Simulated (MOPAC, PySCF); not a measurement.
CH4O, SMILES `CO`, neutral singlet in the gas phase. 

Z-matrix (Å, degrees):
```
C
O 1 1.3973
H 2 0.9616 1 108.18
H 1 1.1003 2 107.74 3 179.96
H 1 1.1082 4 107.19 2 -122.30
H 1 1.1082 4 107.19 5 -115.41
```
Charge 0, spin multiplicity 1.

All levels are single points at this geometry (PBE0-D4/def2-SVP); Pople sets use spherical d functions. Orbital energies aren't observables, and empty levels follow the basis.

| level | HOMO (eV) | LUMO (eV) | gap (eV) | dipole (D) | vertical IE, Delta-SCF (eV) |
|---|---|---|---|---|---|
| PBE-D3(BJ)/def2-TZVP in PySCF | -6.17 | 0.21 | 6.38 | 1.58 | 10.62 |
| PBE0-D4/def2-TZVP in PySCF | -7.88 | 1.09 | 8.98 | 1.65 | 10.78 |
| BP86/6-31G* in PySCF | -5.80 | 1.53 | 7.33 | 1.58 | – |
| M06-2X/6-31G* in PySCF | -9.23 | 3.45 | 12.69 | 1.71 | – |
| SVWN5/6-31G* in PySCF | -5.72 | 1.34 | 7.06 | 1.63 | 10.53 |
| HF/3-21G in PySCF | -11.75 | 7.21 | 18.96 | 2.06 | – |
| HF/STO-3G in PySCF | -9.67 | 16.16 | 25.83 | 1.47 | – |
| AM1 in MOPAC | -11.13 | 3.73 | 14.85 | 1.59 | – |
| PM3 in MOPAC | -11.12 | 3.40 | 14.53 | 1.48 | – |
